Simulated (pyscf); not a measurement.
H₃C–InH–CH₃ (SMILES [CH3][InH][CH3]) + H₂ (SMILES [H][H]) → H₃C–InH–CH₃ (SMILES [CH3][InH][CH3]) + H₂ (SMILES [H][H]) (four-centre exchange; singlet surface; H–In, H–H broken, H–In, H–H formed). Single points on ωB97X-D3(BJ)/def2-SVP structures (PySCF, gas phase). Energies in eV from the separated reactants.

```tsv
level	barrier	reaction energy
ωB97X-D3(BJ)/def2-TZVP	1.33	0.00
PBE/def2-TZVP	…	0.00
B3LYP-D3(BJ)/def2-TZVP	…	0.00
PBE0-D3(BJ)/def2-TZVP	1.16	0.00
M06-2X/def2-TZVP	1.34	0.00
HF/def2-TZVP	1.88	0.00
```

Q: Complete the blanks.

A: 
- PBE/def2-TZVP, barrier: 1.08
- B3LYP-D3(BJ)/def2-TZVP, barrier: 1.27

The functionals in the table span 0.26 eV in this barrier, from PBE to M06-2X. At the saddle there is also a short H–In contact that neither side keeps. One saddle was located; it need not be the lowest between these sides. Elements past Kr carry the def2 core potentials, without spin-orbit coupling.
